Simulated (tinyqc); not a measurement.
Inside a calculation. Method: Hueckel theory of the pi electrons with the omega technique, for the molecule C=C([CH2-])Cl (SMILES; centres numbered as the heavy atoms are written). Computed by tinyqc, a small Python program that keeps every step. Settings: charge = -1, omega = 0.6, damping = 0.7. Command: `OMP_NUM_THREADS=1 python tinyqc.py 21911 21912 out.jsonl` (the two numbers bound the seeds that draw the settings). One thread of a shared host (Intel(R) Xeon(R) Processor @ 2.60GHz), about 0.01 s of CPU time with the checks.

## The Hueckel matrix

Centres:
```
centre,"z_r, pi electrons of the neutral centre",h
1C,1,0.000000
2C,1,0.000000
3C,1,0.000000
4Cl,2,1.890000
```

Bonds:
```
i,j,k
1,2,1
2,3,1
2,4,0.370000
```

H_rr = alpha + h_r beta, H_rs = k_rs beta for bonded centres.

Hueckel matrix in units of beta (H = alpha + beta A), lower triangle:
```
,1C,2C,3C,4Cl
1C,0.000000
2C,1.000000,0.000000
3C,0.000000,1.000000,0.000000
4Cl,0.000000,0.370000,0.000000,1.890000
```

## Orbitals, round 1

pi electrons, sum of z_r less the charge = 6

Diagonalise; E = alpha + x beta with beta < 0, so the largest x are filled first; degenerate levels share their electrons. P = sum n_i c_ri c_si; each orbital has its largest coefficient positive (the first on a tie).

x values: 2.022455  1.302495  0.000000  -1.434950

occupations: 2.000000  2.000000  2.000000  0.000000

coefficients:
```
,MO1,MO2,MO3,MO4
1C,0.162205,0.478400,0.707107,-0.494796
2C,0.328053,0.623113,0.000000,0.710008
3C,0.162205,0.478400,-0.707107,-0.494796
4Cl,0.916384,-0.392425,0.000000,-0.079010
```

charge and bond-order matrix P, lower triangle:
```
,1C,2C,3C,4Cl
1C,1.510354
2C,0.702618,0.991778
3C,-0.489646,0.702618,1.510354
4Cl,-0.078187,0.112195,-0.078187,1.987515
```

## Omega technique, round 1

h_r = h_r(0) + omega q_r, omega = 0.6, with q_r = z_r - P_rr; 0.7 of the old diagonal is kept.

matrix after round 1, lower triangle:
```
,1C,2C,3C,4Cl
1C,-0.091864
2C,1.000000,0.001480
3C,0.000000,1.000000,-0.091864
4Cl,0.000000,0.370000,0.000000,1.892247
```

## Orbitals, round 2

As before.

x values: 2.020011  1.261802  -0.091864  -1.479950

occupations: 2.000000  2.000000  2.000000  0.000000

coefficients:
```
,MO1,MO2,MO3,MO4
1C,0.150989,0.473325,0.707107,-0.503156
2C,0.318869,0.640724,0.000000,0.698424
3C,0.150989,0.473325,-0.707107,-0.503156
4Cl,0.923432,-0.376032,0.000000,-0.076632
```

charge and bond-order matrix P, lower triangle:
```
,1C,2C,3C,4Cl
1C,1.493668
2C,0.702832,1.024409
3C,-0.506332,0.702832,1.493668
4Cl,-0.077115,0.107043,-0.077115,1.988255
```

## Omega technique, round 2

As before.

matrix after round 2, lower triangle:
```
,1C,2C,3C,4Cl
1C,-0.153165
2C,1.000000,-0.003358
3C,0.000000,1.000000,-0.153165
4Cl,0.000000,0.370000,0.000000,1.893687
```

## Convergence

Each round sets h_r = h_r(0) + omega (z_r - P_rr), keeping the share named as damping of the old diagonal; repeat until output and input diagonals agree to 1e-6.

Rounds:
```
round,sum n x,largest |h(out) - h(in)|
1,6.649900,3.06e-01
2,6.379899,2.04e-01
3,6.195252,1.37e-01
4,6.068127,9.22e-02
5,5.980241,6.23e-02
6,5.919317,4.23e-02
7,5.877006,2.88e-02
8,5.847582,1.96e-02
9,5.827097,1.35e-02
10,5.812825,9.23e-03
11,5.802874,6.35e-03
12,5.795931,4.38e-03
13,5.791086,3.02e-03
14,5.787703,2.09e-03
15,5.785339,1.45e-03
16,5.783688,1.00e-03
17,5.782534,6.98e-04
18,5.781727,4.85e-04
19,5.781163,3.37e-04
20,5.780768,2.35e-04
21,5.780492,1.64e-04
22,5.780299,1.14e-04
23,5.780164,7.95e-05
24,5.780069,5.55e-05
25,5.780003,3.87e-05
26,5.779957,2.70e-05
27,5.779925,1.89e-05
28,5.779902,1.32e-05
29,5.779886,9.21e-06
30,5.779875,6.44e-06
31,5.779867,4.50e-06
32,5.779862,3.14e-06
33,5.779858,2.20e-06
34,5.779855,1.54e-06
35,5.779853,1.07e-06
36,5.779852,7.51e-07
```

Converged in 36 rounds.

## Energy, charges, bond orders

final x values: 2.011838  1.158900  -0.280812  -1.599924

occupations: 2.000000  2.000000  2.000000  0.000000

final P, lower triangle:
```
,1C,2C,3C,4Cl
1C,1.468021
2C,0.701740,1.074326
3C,-0.531979,0.701740,1.468021
4Cl,-0.074266,0.097965,-0.074266,1.989632
```

E = sum n x; q_r = z_r - P_rr; bond order p = P_rs; free valence = sqrt(3) - sum of p over the bonds of the atom.

pi energy = 6 alpha + this times beta = 5.779852

pi charges: 1C -0.468021, 2C -0.074326, 3C -0.468021, 4Cl 0.010368

Bond orders and lengths from R = 1.517 - 0.180 p (angstrom, C-C alone):
```
bond,p,R
1-2,0.701740,1.390687
2-3,0.701740,1.390687
2-4,0.097965,-
```

free valence of the carbons: 1C 1.030311, 2C 0.230606, 3C 1.030311

gap between the highest filled and the next level = 1.319112 |beta|
